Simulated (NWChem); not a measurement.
Program: NWChem. System: water (H2O), charge 0, spin multiplicity 1, at a geometry optimised with B3LYP/def2-SVP. Level: CCSD(T)/cc-pVDZ, 1 core orbitals frozen.

The NWChem input:

```
start mol
memory heap 100 mb stack 700 mb global 1900 mb
geometry units angstroms nocenter noautoz
  O      0.000000     0.000000    -0.120236
  H      0.757028     0.000000     0.480944
  H     -0.757028     0.000000     0.480944
  symmetry group C2v
end
basis spherical
  * library cc-pvdz
end
scf
  rhf
  nopen 0
  maxiter 100
  thresh 1e-7
  semidirect memsize 60000000 filesize 0
end
tce
  freeze core 1
  ccsd(t)
  2eorb
  2emet 13
  thresh 1e-6
  maxiter 100
  tilesize 24
end
task tce energy
```

Output (cleaned and shortened):

```
             Northwest Computational Chemistry Package (NWChem) 7.3.0
             --------------------------------------------------------

                                NWChem Input Module
                                -------------------

 Scaling coordinates for geometry "geometry" by  1.889725989
 (inverse scale =  0.529177249)

 Turning off AUTOSYM since
 SYMMETRY directive was detected!

                             Geometry "geometry" -> ""
                             -------------------------

 Output coordinates in angstroms (scale by  1.889725989 to convert to a.u.)

  No.       Tag          Charge          X              Y              Z
 ---- ---------------- ---------- -------------- -------------- --------------
    1 O                    8.0000     0.00000000     0.00000000    -0.12023600
    2 H                    1.0000     0.75702800     0.00000000     0.48094400
    3 H                    1.0000    -0.75702800     0.00000000     0.48094400

 Effective nuclear repulsion energy (a.u.)       9.1080040135

            Nuclear Dipole moment (a.u.)
            ----------------------------
        X                 Y               Z
 ---------------- ---------------- ----------------
     0.0000000000     0.0000000000     0.0000000000

      Symmetry information
      --------------------

 Group name             C2v
 Group number             16
 Group order               4
 No. of unique centers     2

      Symmetry unique atoms

     1    2


 Summary of "ao basis" -> "" (spherical)
 ------------------------------------------------------------------------------
       Tag                 Description            Shells   Functions and Types
 ---------------- ------------------------------  ------  ---------------------
 *                          cc-pvdz                   on all atoms

 Summary of "ao basis" -> "ao basis" (spherical)
 ------------------------------------------------------------------------------
       Tag                 Description            Shells   Functions and Types
 ---------------- ------------------------------  ------  ---------------------
 O                          cc-pvdz                  6       14   3s2p1d
 H                          cc-pvdz                  3        5   2s1p

                                 NWChem SCF Module
                                 -----------------

  ao basis        = "ao basis"
  functions       =    24
  atoms           =     3
  closed shells   =     5
  open shells     =     0
  charge          =   0.00
  wavefunction    = RHF
  use symmetry    = T
  symmetry adapt  = T

 Summary of "ao basis" -> "ao basis" (spherical)
 ------------------------------------------------------------------------------
       Tag                 Description            Shells   Functions and Types
 ---------------- ------------------------------  ------  ---------------------
 O                          cc-pvdz                  6       14   3s2p1d
 H                          cc-pvdz                  3        5   2s1p

      Symmetry analysis of basis
      --------------------------

        a1         11
        a2          2
        b1          7
        b2          4

 Forming initial guess at       0.0s

      Superposition of Atomic Density Guess
      -------------------------------------

 Sum of atomic energies:         -75.76222910

      Non-variational initial energy
      ------------------------------

 Total energy =     -75.909054
 1-e energy   =    -121.635571
[...]
  ----- ------------  ---------------      ----- ------------  ---------------
    16      1.433335  2 H  s                 21     -1.433335  3 H  s
     7     -0.668968  1 O  px                 4     -0.286673  1 O  px

 Vector    8  Occ=0.000000D+00  E= 7.778562D-01  Symmetry=b1
              MO Center=  5.6D-15,  3.8D-17,  2.6D-01, r^2= 1.7D+00
   Bfn.  Coefficient  Atom+Function         Bfn.  Coefficient  Atom+Function
  ----- ------------  ---------------      ----- ------------  ---------------
    15      0.943500  2 H  s                 20     -0.943500  3 H  s
    16     -0.706880  2 H  s                 21      0.706880  3 H  s
     7     -0.444329  1 O  px                 4     -0.266356  1 O  px

 center of mass
 --------------
 x =   0.00000000 y =   0.00000000 z =  -0.10007044

 moments of inertia (a.u.)
 ------------------
           2.310342816991           0.000000000000           0.000000000000
           0.000000000000           6.435463705811           0.000000000000
           0.000000000000           0.000000000000           4.125120888820

  Mulliken analysis of the total density
  --------------------------------------

    Atom       Charge   Shell Charges
 -----------   ------   -------------------------------------------------------
    1 O    8     8.31   2.00  0.84  0.83  2.81  1.82  0.01
    2 H    1     0.84   0.69  0.07  0.09
    3 H    1     0.84   0.69  0.07  0.09

       Multipole analysis of the density wrt the origin
       ------------------------------------------------

     L   x y z        total         open         nuclear
     -   - - -        -----         ----         -------
     0   0 0 0     -0.000000      0.000000     10.000000

     1   1 0 0     -0.000000      0.000000      0.000000
     1   0 1 0      0.000000      0.000000      0.000000
     1   0 0 1      0.821035      0.000000      0.000000

     2   2 0 0     -3.096236      0.000000      4.093092
     2   1 1 0      0.000000      0.000000      0.000000
     2   1 0 1      0.000000      0.000000      0.000000
     2   0 2 0     -5.244171      0.000000      0.000000
     2   0 1 1      0.000000      0.000000      0.000000
     2   0 0 2     -4.349917      0.000000      2.065032

                   NWChem Extensible Many-Electron Theory Module
                   ---------------------------------------------


            General Information
            -------------------
      Number of processors :     1
         Wavefunction type : Restricted Hartree-Fock
          No. of electrons :    10
           Alpha electrons :     5
            Beta electrons :     5
           No. of orbitals :    48
            Alpha orbitals :    24
             Beta orbitals :    24
        Alpha frozen cores :     1
         Beta frozen cores :     1
     Alpha frozen virtuals :     0
      Beta frozen virtuals :     0
         Spin multiplicity : singlet
    Number of AO functions :    24
       Number of AO shells :    12
        Use of symmetry is : on
      Symmetry adaption is : on
         Schwarz screening : 0.10D-09

          Correlation Information
          -----------------------
          Calculation type : Coupled-cluster singles & doubles w/ perturbation
   Perturbative correction : (T)
            Max iterations :      100
        Residual threshold : 0.10D-05
     T(0) DIIS level shift : 0.00D+00
     L(0) DIIS level shift : 0.00D+00
     T(1) DIIS level shift : 0.00D+00
     L(1) DIIS level shift : 0.00D+00
     T(R) DIIS level shift : 0.00D+00
     T(I) DIIS level shift : 0.00D+00
   CC-T/L Amplitude update :  5-th order DIIS
                I/O scheme : Global Array Library
        L-threshold :  0.10D-05
        EOM-threshold :  0.10D-05
 no EOMCCSD initial starts read in
 TCE RESTART OPTIONS
 SLICE:      F
 D4D5:       F
 quantumc:   F
 qrotation:  F
 pwtce:      F
 qducc:      F
 nacto:                         0
 nrotv:                         0
 nrot:                          0

            Memory Information
            ------------------
          Available GA space size is     249036224 doubles
          Available MA space size is     104855796 doubles

 Maximum block size supplied by input
 Maximum block size        24 doubles

 tile_dim =      8

 -------------------------------------------------

 Global array virtual files algorithm will be used

 Parallel file system coherency ......... OK

 4-electron integrals stored in orbital form

 v2    file size   =            20937
 4-index algorithm nr.  13 is used
 imaxsize =       30
 imaxsize ichop =        0


CCSD iterations
 ---------------------------------------------------------
 Iter          Residuum       Correlation     Cpu    Wall
 ---------------------------------------------------------
    1   0.1060437464352  -0.2024394367949     0.0     0.0
    2   0.0298485396363  -0.2080947579221     0.0     0.0
    3   0.0107691181294  -0.2108774471819     0.0     0.0
    4   0.0043152562642  -0.2115710466757     0.0     0.0
    5   0.0018055176206  -0.2118359420733     0.0     0.0
    6   0.0001897647957  -0.2119922549863     0.0     0.0
    7   0.0000848577444  -0.2120024562954     0.0     0.0
    8   0.0000368977869  -0.2120023521369     0.0     0.0
    9   0.0000206065901  -0.2120023334706     0.0     0.0
   10   0.0000110298003  -0.2120024421430     0.0     0.0
   11   0.0000015073889  -0.2120026659976     0.0     0.0
   12   0.0000005859435  -0.2120025893908     0.0     0.0
 -----------------------------------------------------------------
 Iterations converged
 CCSD correlation energy / hartree =        -0.212002589390815
 CCSD total energy / hartree       =       -76.238174350579357

 Singles contributions

 Doubles contributions
 CCSD(T)
 Using plain CCSD(T) code
             total no. of tasks          230
 total no. of tasks / no. procs          230
                         wl_min           12           1.5
                         wl_max         4096           4.0
        thresh for no. of tasks          230

 CCSD[T]  correction energy / hartree =        -0.003181068890029
 CCSD[T] correlation energy / hartree =        -0.215183658280844
 CCSD[T] total energy / hartree       =       -76.241355419469386
 CCSD(T)  correction energy / hartree =        -0.003092860722406
 CCSD(T) correlation energy / hartree =        -0.215095450113221
 CCSD(T) total energy / hartree       =       -76.241267211301761

 Task  times  cpu:        0.6s     wall:        0.6s

 Total times  cpu:        0.6s     wall:        0.6s
```
